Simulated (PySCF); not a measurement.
NMR data simulated for an unnamed compound:

1H NMR (400 MHz, computed): δ 2.44 (d, J = 5.2 Hz, 1H), 1.53 (d, J = 19.1 Hz, 6H).

13C{1H} NMR (computed): δ 88.0 (C, d, J = 29.0 Hz), 85.0 (C, d, J = 223.0 Hz), 80.2 (CH, d, J = 7.5 Hz), 30.9 (CH3, d, J = 26.4 Hz).

[PySCF: GIAO PBE0/pcSseg-1 shieldings; PBE0-D3(BJ)/def2-SVP structure; couplings computed with B3LYP/pcJ-1 (spin–dipole term only in couplings to heteroatoms); one averaged value for each set of equivalent atoms; one computed conformer; in vacuum; relativity neglected]

References, each an isolated molecule treated in the same way: 1H, 13C vs TMS.

Task: Which of these does the molecule contain: a carboxylic acid, a C≡C triple bond, a tert-butyl group, a (CH3)2CH unit?

Result: 
- A carboxylic acid: no.
- A C≡C triple bond: yes (δC 80.2, 88.0; δH 2.44 (d)).
- A tert-butyl group: no.
- A (CH3)2CH unit: no.

The data belong to `C(#C)C(C)(C)F`, C$_{5}$H$_{7}$F; they needn't prove each group on their own.

Carbon signals by region: 3 at 50–100 ppm, 1 below 50 ppm.

Common functionals overestimate the size of one-bond C–F couplings by tens of Hz; these are unscaled. Splittings below 1 Hz are ignored in the labels, and close J values are merged. Shifts are as computed. Against solution values, carbons near 30 ppm lie about +2 ppm off and those near 130 ppm about +5 ppm. Of 1211 compounds with measured shifts, 218 miss one by over three times the rms of a fit or turn the order of signals round; such compounds aren't used in these exercises.
